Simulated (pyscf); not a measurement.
Concerted two-bond exchange: H₂N–SiH₂–Si(SiH₃)(SiH₃)–Cl + hydrogen (H₂) → H₃Si–Si(SiH₃)(SiH₃)–Cl + ammonia (NH₃)

Gas phase, singlet surface, charge 0. Bonds broken: Si3–N15, H6–H16. Bonds formed: Si3–H6, N15–H16. PySCF, gas phase, ωB97X-D3(BJ)/def2-SVP geometries.

Transition state (Å):

```xyz
18

Cl     0.7458    -1.3998    -0.3367
Si     0.4022     0.6921    -0.3249
Si    -1.6797     0.7508     0.6615
Si     0.2284     1.4889    -2.5019
Si     2.1964     1.4710     0.9496
H     -1.8870     0.1237    -1.3316
H     -1.5787     0.8429     2.1668
H     -2.6750     1.7753     0.2628
H      0.0032     0.3640    -3.4480
H     -0.8894     2.4750    -2.5480
H      1.4899     2.1960    -2.8951
H      2.1694     0.8335     2.2995
H      2.1042     2.9538     1.1180
H      3.4908     1.1431     0.2826
N     -2.3933    -0.9818     0.5486
H     -2.3317    -0.7646    -0.5912
H     -1.7268    -1.7087     0.8243
H     -3.3143    -1.1578     0.9547
```

One imaginary mode, 1150i cm⁻¹; descent along it reached the two sides named, in the forms told below.

| bond | change | reactant side (Å) | saddle | product side |
|---|---|---|---|---|
| Si3–N15 | breaks | 1.739 | 1.877 | 2.8 |
| H6–H16 | breaks | 0.762 | 1.239 | 3.0 |
| Si3–H6 | forms | 3.8 | 2.100 | 1.490 |
| N15–H16 | forms | 2.569 | 1.162 | 1.020 |

Electronic energies relative to the separated reactants (kcal/mol):

```csv
level,barrier,reaction energy,reverse barrier
ωB97X-D3(BJ)/def2-TZVP,42.0,+5.4,36.6
PBE/def2-TZVP,36.5,+2.5,34.0
r²SCAN/def2-TZVP,39.9,+4.5,35.3
B3LYP-D3(BJ)/def2-TZVP,41.7,+4.9,36.9
PBE0-D3(BJ)/def2-TZVP,37.4,+3.7,33.7
M06-2X/def2-TZVP,43.9,+7.1,36.8
ωB97M-D3(BJ)/def2-TZVP,40.7,+4.6,36.1
HF/def2-TZVP,58.7,+0.9,57.8
```

With ωB97M-D3(BJ)/def2-TZVP energies and thermal terms (ideal gas, 1 atm, RRHO with modes under 100 cm⁻¹ raised to 100, one conformer, R ln 2 for chiral ones without a mode under 150 cm⁻¹), in kcal/mol:

```tsv
T (K)	ΔH‡	ΔG‡	ΔH	ΔG
298	41.5	51.0	+7.5	+5.4
600	40.4	61.2	+6.2	+3.7
900	40.1	71.6	+5.1	+2.8
1200	40.2	82.1	+4.3	+2.1
```

On the product side the descent ends in a complex (not fully relaxed), 4.7 kcal/mol under the separated species and 41.3 kcal/mol under the saddle at ωB97X-D3(BJ)/def2-TZVP. This saddle turned up in a search for another step; its sides and bond changes are read from the two ends of the descent. One saddle was located; it need not be the lowest between these sides.
